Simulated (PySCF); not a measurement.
## Scalar relativity in P (phosphorus, neutral)

[Ne] 3s2 3p3, high-spin 4S determinant; UHF calculated with PySCF 2.14 in dyall-acv3z (19s12p6d4f, 113 functions), once non-relativistic with a point nucleus and once with spin-free X2C-1e and a Gaussian nucleus.

```tsv
shell	ε non-rel. (eV)	rms r non-rel. (bohr, spins averaged)
1s α	-2176.4	0.1204
1s β	-2175.8	0.1204
2s α	-204.68	0.5621
2s β	-204.08	0.5621
2p α	-147.53	0.5402
2p β	-146.40	0.5402
3s α	-22.757	2.089
3s β	-15.136	2.089
3p α	-10.670	2.526
```

Q: How does scalar relativity move these shells?

A: 1s α: ε -2182.4 eV, radius -0.46 %; 1s β: ε -2181.8 eV, radius -0.46 %; 2s α: ε -205.67 eV, radius -0.36 %; 2s β: ε -205.07 eV, radius -0.36 %; 2p α: ε -147.50 eV, radius -0.10 %; 2p β: ε -146.36 eV, radius -0.10 %; 3s α: ε -22.834 eV, radius -0.28 %; 3s β: ε -15.221 eV, radius -0.28 %; 3p α: ε -10.656 eV, radius 0.02 %.

The total energy goes from -340.7190 to -341.5369 hartree.

Ionisation energy, P [Ne] 3s2 3p3 (4S) → P⁺ [Ne] 3s2 3p2 (3P) (eV):

```csv
method,non-relativistic,spin-free X2C,shift
UHF,9.905,9.892,-0.013
MP2 (valence),10.494,10.481,-0.013
SCS-MP2 (valence),10.314,10.301,-0.013
CCSD (valence),10.425,10.414,-0.012
CCSD(T) (valence),10.473,10.461,-0.012
LDA,10.577,10.564,-0.013
PBE,10.490,10.477,-0.012
PBE0,10.529,10.516,-0.013
r2SCAN,10.634,10.623,-0.012
M06-2X,10.314,10.299,-0.015
MN15,10.439,10.423,-0.016
MP2 (valence and next inner shell),10.507,10.494,-0.013
SCS-MP2 (valence and next inner shell),10.328,10.314,-0.013
```

Relativity contracts and stabilises s shells directly. The contracted s shells screen the nucleus better, so for spin-averaged p shells the direct and indirect effects partly cancel.
